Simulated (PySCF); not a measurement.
Atom-mapped SMILES (the numbers label the heavy atoms): `[PH2:1][SiH2:2][Cl:3]`. Each H is labelled by its parent atom.

Geometry: PBE0-D3(BJ)/def2-SVP; GIAO absolute shieldings from PySCF 2.14.0 with density-fitted response routines, gas phase, non-relativistic, averaged over equivalent atoms.

At LC-wPBE/pcSseg-2 (185 basis functions, 15 s wall time on 1 thread of an Arm Neoverse V2, shared host):
| atoms | σ (ppm) |
| --- | --- |
| P1 | 584.2 |
| Si2 | 354.3 |
| Cl3 | 1000.5 |
| H(Si2) | 25.97 |
| H(P1) | 29.45 |

Question: Estimate the result of repeating the calculation with B97-2/pcSseg-2.

Answer: 
```json
{"atoms": "P1", "σ at B97-2/pcSseg-2": "573.0", "change": "-11.2"}
{"atoms": "Si2", "σ at B97-2/pcSseg-2": "353.5", "change": "-0.8"}
{"atoms": "Cl3", "σ at B97-2/pcSseg-2": "980.4", "change": "-20.1"}
{"atoms": "H(Si2)", "σ at B97-2/pcSseg-2": "25.82", "change": "-0.15"}
{"atoms": "H(P1)", "σ at B97-2/pcSseg-2": "29.45", "change": "+0.00"}
```

The largest change is at Cl3 (chlorine bonded to Si). Cost: 185 basis functions, 9.3 s wall time on 1 thread of an Arm Neoverse V2, shared host.
